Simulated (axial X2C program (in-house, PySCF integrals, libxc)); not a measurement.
Excited states of BCl by EOM-EE-CCSD

Calculated with an in-house all-electron X2C program for linear molecules (integrals from PySCF): two-component X2C with atomic mean-field Coulomb and Gaunt terms, Gaussian nuclei, basis Cl dyall-av3z, B dyall-av3z with contracted cores.

R = 1.724 Å (near the PBE0 minimum at charge 0 of the determinant lowest at the starting distance; the state shown can have its own minimum elsewhere).

Vertical excitation energies from the closed-shell determinant state of BCl:

```csv
Ω,excitation (eV),cm⁻¹,hole of the leading pair,particle of the leading pair,weight of the pair (for Ω = 0 its time-reversed partner can hold as much again),singles weight
0⁻,2.532,20424,"46% B sσ, 35% B pσ, 9% Cl pσ","74% B pπ, 12% Cl dπ",0.48,0.97
0⁺,2.532,20424,"46% B sσ, 35% B pσ, 9% Cl pσ","74% B pπ, 12% Cl dπ",0.48,0.97
1,2.542,20500,"45% B sσ, 35% B pσ, 10% Cl pσ","74% B pπ, 12% Cl dπ",0.49,0.97
2,2.551,20576,"45% B sσ, 35% B pσ, 9% Cl pσ","74% B pπ, 12% Cl dπ",0.97,0.97
1,4.760,38391,"39% B pσ, 35% B sσ, 16% Cl pσ","69% B pπ, 18% Cl dπ, 6% Cl pπ",0.47,0.94
1,6.978,56285,"41% B sσ, 37% B pσ, 12% Cl pσ","59% B sσ, 16% Cl sσ, 12% B pσ",0.58,0.93
0⁻,6.979,56291,"41% B sσ, 37% B pσ, 12% Cl pσ","59% B sσ, 16% Cl sσ, 12% B pσ",0.29,0.93
1,7.045,56818,"42% B sσ, 36% B pσ, 12% Cl pσ","55% B sσ, 15% Cl sσ, 14% B pσ",0.41,0.93
0⁻,7.046,56830,"42% B sσ, 36% B pσ, 12% Cl pσ","55% B sσ, 15% Cl sσ, 14% B pσ",0.20,0.93
```

This point took 44 s on 1 thread of Intel(R) Xeon(R) Processor @ 2.30GHz, on a shared host.

Reference electrons by ω block (each with its −ω partner): 1/2: 9, 3/2: 2. 10 electrons of BCl correlated (inner shells frozen), 88 natural virtual spinors (a truncated set); levels can be off by some tenths of an eV. Roots sought by Ω: (0: 5, 1: 4, 2: 3, 3: 1); rows need 60 % singles weight and stop where some Ω has no more roots. Missing are any skipped roots, higher Ω and states of a further excitation; these come out far too high here and may in truth be low or lowest. T1 of the reference 0.016 (Lee–Taylor). Number of frozen shells: Cl 2 s, 1 p; B 1 s.
